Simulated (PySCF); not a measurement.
nitric oxide (NO), SMILES [N]=O, multiplicity 2. Atoms are numbered in the order given.

```xyz
2

N      0.0000     0.0000    -0.6107
O      0.0000     0.0000     0.5343
```
Charge 0, spin multiplicity 2.

Geometry: B3LYP-D3(BJ)/def2-TZVPD.

Two levels are set side by side: PBE/pcH-1 (PySCF) and B3LYP/pcH-1 (PySCF). Contact hyperfine couplings, same geometry. Differences are taken from unrounded values.

```tsv
quantity	B3LYP
A(iso) of 14N, atom N1 (MHz)	16.2
A(iso) of 17O, atom O2 (MHz)	-25.1
```

What does PBE give, and how far is it from B3LYP? (Estimate from the structure and the level; the computed values follow.)


```tsv
quantity	PBE	PBE minus B3LYP
A(iso) of 14N, atom N1 (MHz)	6.1	-10.1
A(iso) of 17O, atom O2 (MHz)	-9.6	15.5
```

Rough cost on one machine, each run with all the roots and properties that it gave: B3LYP against PBE within a factor of 2.
